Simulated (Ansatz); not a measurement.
Born–Oppenheimer molecular dynamics of BFH5Si (8 atoms, charge 0, multiplicity 2). It starts from a rough guess of a transition structure, not a stationary point.

Computed with UKS B3LYP/cc-pVDZ in Ansatz.

```
ensemble                      : NVE (velocity Verlet)
time step                     : 0.5 fs
steps asked                   : 150
starting velocities drawn for : 300 K
seed                          : 848606
```

First frame:

```xyz
8
Properties=species:S:1:pos:R:3
F -1.155 -0.799 0.638
B -0.690 -0.337 -0.871
Si 0.650 0.347 0.533
H -0.315 -1.259 -1.473
H -1.417 0.478 -1.272
H -0.046 1.296 1.391
H 1.736 1.060 -0.184
H 1.236 -0.786 1.238
```

Question: How far do the bonds stretch over the last three quarters of this one trajectory? (Pairs bonded in most of those frames.)

Answer: 
```
  bond  mean (Å)  spread (Å)  shortest  longest
 F1–B2     1.384       0.069      1.28     1.50
 B2–H4     1.214       0.028      1.16     1.26
 B2–H5     1.228       0.060      1.13     1.31
Si3–H6     1.496       0.018      1.47     1.52
Si3–H7     1.501       0.026      1.46     1.54
Si3–H8     1.499       0.028      1.45     1.54
```

Mean temperature of the second half: 950 K. The conserved energy stayed within 0.14 meV per atom of its start (net change 0.014 meV per atom), so the integration is sound. The system heated up, since it started high on the potential surface and ran downhill. A run of 0.075 ps of so small a system gives no equilibrium averages.

Run time: 8 min on 2 threads of Arm Neoverse N1, with other jobs on the host, peak memory 0.16 GiB.
